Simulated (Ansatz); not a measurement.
Input file:

```yaml
crystal:
  periodic: [false, false, false]
  atoms:
    - {symbol: F, position_ang: [0.000000, 0.000000, -2.554467]}
    - {symbol: Al, position_ang: [0.000000, 0.000000, -0.906267]}
    - {symbol: Ge, position_ang: [0.000000, 0.000000, 3.460733]}
basis:
  gaussian: {orbitals: cc-pVDZ}
magnetization: {spin_polarized: true, initial_magnetization: 2}
correlation: {method: ccsd_t, electrons: outside_noble_gas}
```

```sh
$ ansatz run in.yaml --threads 1 --pin off --events-out ev --progress --plain --max-ram 2393MiB
```

Log:

```
640 factors; integrals over basis functions are off by at most 8.8e-4 eV
mean field evaluation 1: about -65760.0102 eV, gradient 2.1e1 eV
mean field evaluation 2: about -65760.0134 eV, gradient 2.1e1 eV
mean field evaluation 4: about -65762.0324 eV, gradient 1.7e0 eV
mean field evaluation 8: about -65762.0814 eV, gradient 1.6e-3 eV
mean field evaluation 16: about -65762.1288 eV, gradient 4.8e-1 eV
mean field evaluation 32: about -65762.0813 eV, gradient 7.5e-2 eV
mean field evaluation 64: about -65762.1392 eV, gradient 5.5e-1 eV
mean field evaluation 96: about -65759.4156 eV, gradient 1.4e-1 eV
mean field evaluation 128: about -65759.3027 eV, gradient 1.4e-1 eV
mean field evaluation 160: about -65759.3694 eV, gradient 2.0e-3 eV
mean field evaluation 192: about -65759.2616 eV, gradient 6.3e-4 eV
mean field evaluation 224: about -65759.2404 eV, gradient 1.5e-1 eV
mean field evaluation 256: about -65758.5139 eV, gradient 1.3e1 eV
mean field evaluation 288: about -65759.3034 eV, gradient 3.6e-3 eV
mean field evaluation 320: about -65759.2757 eV, gradient 1.3e-1 eV
mean field evaluation 352: about -65759.2616 eV, gradient 5.6e-4 eV
mean field evaluation 384: about -65759.3694 eV, gradient 5.0e-2 eV
mean field evaluation 416: about -65759.2693 eV, gradient 3.4e-2 eV
mean field -65762.18058462 eV, -2416.7155612777 hartree, gradient 1.6e-6 eV, S^2 2.009470; 21 other end points of the search recorded, 0 dependent functions left out
determinant -65762.18058462 eV, -2416.7155612777 hartree, with singles and doubles -65770.47009848 eV, -2417.0201952932 hartree
determinant -65762.08135824 eV, -2416.7119147755 hartree, with singles and doubles -65770.39672265 eV, -2417.0174987813 hartree
determinant -65759.41482939 eV, -2416.6139216476 hartree, with singles and doubles -65766.85874927 eV, -2416.8874806578 hartree
determinant -65759.36938902 eV, -2416.6122517449 hartree, with singles and doubles -65766.83851798 eV, -2416.8867371714 hartree
determinant -65759.30337798 eV, -2416.6098258842 hartree, with singles and doubles -65766.72237403 eV, -2416.8824689601 hartree
determinant -65759.27461843 eV, -2416.6087689901 hartree, with singles and doubles -65766.69219095 eV, -2416.8813597523 hartree
determinant -65759.26157835 eV, -2416.6082897758 hartree, with singles and doubles -65766.68439179 eV, -2416.8810731384 hartree
determinant -65759.24167138 eV, -2416.6075582083 hartree, with singles and doubles -65766.66160777 eV, -2416.8802358413 hartree
determinant -65758.98336325 eV, -2416.5980655598 hartree, with singles and doubles -65768.25056733 eV, -2416.9386290280 hartree
determinant -65762.18058462 eV, -2416.7155612777 hartree, with singles and doubles -65770.47049827 eV, -2417.0202099854 hartree
determinant -65762.08135824 eV, -2416.7119147755 hartree, with singles and doubles -65770.39699748 eV, -2417.0175088812 hartree
20 core orbitals not correlated: weight in the atoms' cores, before any rotation towards them, 1.000 or more for the frozen orbitals, at most 0.000 for the correlated occupied ones
reference -65762.18058462 eV, -2416.7155612777 hartree; 8, 6 occupied and 31, 33 virtual orbitals, 640 factors
second order -7.51124228 eV of doubles, -0.00000000 eV of singles
cycle   1  -8.28991261 eV  change    1.0e-6 eV  update   1.8e-6
perturbative correction -0.13828191 eV, -0.0050817666 hartree
Total energy: -65770.60877914 eV, -2417.0252917135 hartree
```

For the same geometry and basis UCCSDT(Q) lies 33.4 meV lower.

Ran on 1 thread of Intel Xeon Platinum 8488C, shared host: 27 s wall, 0.3 GiB peak host memory.
